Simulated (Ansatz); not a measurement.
Relaxation of CH$_{5}$AlN (8 atoms, charge -1, multiplicity 1), to a largest force component of 0.015 eV/Å in at most 40 steps.

These are results of RKS B3LYP-D4/def2-SVP in Ansatz, not measurements.

```xyz
8
Properties=species:S:1:pos:R:3
C -0.767 0.647 -1.505
Al 0.009 0.380 0.216
N -0.040 1.576 1.625
H -1.825 0.285 -1.405
H -0.887 1.748 -1.665
H 0.925 -0.844 0.925
H 0.706 2.221 1.869
H -0.765 1.688 2.327
```

Problem. Where does it end, and by what steps?

Solution. It converged. Limits of this set-up: an anion without diffuse functions, the dipole of an ion depends on the origin. After 12 steps the energy has fallen by 1.134 eV; H8 moved furthest, 1.03 Å.

```json
{"step": "0", "energy less start (eV)": "0.0000", "largest force component (eV/Å)": "0.707", "accepted": "yes"}
{"step": "1", "energy less start (eV)": "-0.3266", "largest force component (eV/Å)": "0.976", "accepted": "yes"}
{"step": "2", "energy less start (eV)": "-0.5491", "largest force component (eV/Å)": "1.510", "accepted": "yes"}
{"step": "3", "energy less start (eV)": "-0.7580", "largest force component (eV/Å)": "1.182", "accepted": "yes"}
{"step": "4", "energy less start (eV)": "-0.9070", "largest force component (eV/Å)": "0.957", "accepted": "yes"}
{"step": "5", "energy less start (eV)": "-1.0348", "largest force component (eV/Å)": "0.550", "accepted": "yes"}
{"step": "6", "energy less start (eV)": "-1.0803", "largest force component (eV/Å)": "0.579", "accepted": "yes"}
{"step": "7", "energy less start (eV)": "-1.1221", "largest force component (eV/Å)": "0.162", "accepted": "yes"}
{"step": "8", "energy less start (eV)": "-1.1222", "largest force component (eV/Å)": "0.221", "accepted": "yes"}
{"step": "9", "energy less start (eV)": "-1.1299", "largest force component (eV/Å)": "0.354", "accepted": "yes"}
{"step": "10", "energy less start (eV)": "-1.1318", "largest force component (eV/Å)": "0.083", "accepted": "yes"}
{"step": "11", "energy less start (eV)": "-1.1337", "largest force component (eV/Å)": "0.057", "accepted": "yes"}
{"step": "12", "energy less start (eV)": "-1.1339", "largest force component (eV/Å)": "0.011", "accepted": "yes"}
```

```xyz
8
Properties=species:S:1:pos:R:3
C -1.027 0.740 -1.190
Al -0.092 0.450 0.363
N -0.033 1.567 1.843
H -1.097 -0.012 -1.995
H -1.659 1.618 -1.410
H 0.860 -0.836 0.678
H 0.859 1.679 2.326
H -0.455 2.493 1.771
```

Whether the end is a true minimum wasn't checked by a vibrational analysis.

Run time: 24 s on 1 thread of Arm Neoverse V2 (shared host), peak memory 0.14 GiB.
